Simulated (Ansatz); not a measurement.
Relaxation of BClH4 (6 atoms, charge 0, multiplicity 1), to a largest force component of 0.03 eV/Å in at most 50 steps.

The calculation used RKS B3LYP/def2-SVP in Ansatz 0.2.0.

```xyz
6
Properties=species:S:1:pos:R:3
B -0.001 0.236 0.159
Cl -0.023 0.691 1.922
H 1.058 0.169 -0.394
H -1.065 0.113 -0.380
H 0.113 -2.133 0.474
H 0.036 -1.745 1.075
```

Problem. Where does it end, and by what steps?

Solution. The forces met the threshold. The force dipped under the threshold on the way, but the program's further checks kept it going. After 7 steps the energy has fallen by 0.187 eV; H6 moved furthest, 0.72 Å.

```csv
step,energy less start (eV),largest force component (eV/Å),accepted
0,0.0000,1.432,yes
1,-0.1136,0.851,yes
2,-0.1309,0.785,yes
3,-0.1533,0.811,yes
4,-0.1780,0.379,yes
5,-0.1847,0.029,yes
6,-0.1862,0.029,yes
7,-0.1867,0.018,yes
```

```xyz
6
Properties=species:S:1:pos:R:3
B -0.015 0.549 0.172
Cl -0.036 1.154 1.812
H 1.050 0.390 -0.360
H -1.066 0.320 -0.361
H 0.111 -2.624 0.426
H 0.074 -2.459 1.168
```

Whether the end is a true minimum wasn't checked by a vibrational analysis.

The run took 8.2 s on 1 thread of Arm Neoverse V2 (shared host), peak memory 0.1 GiB.
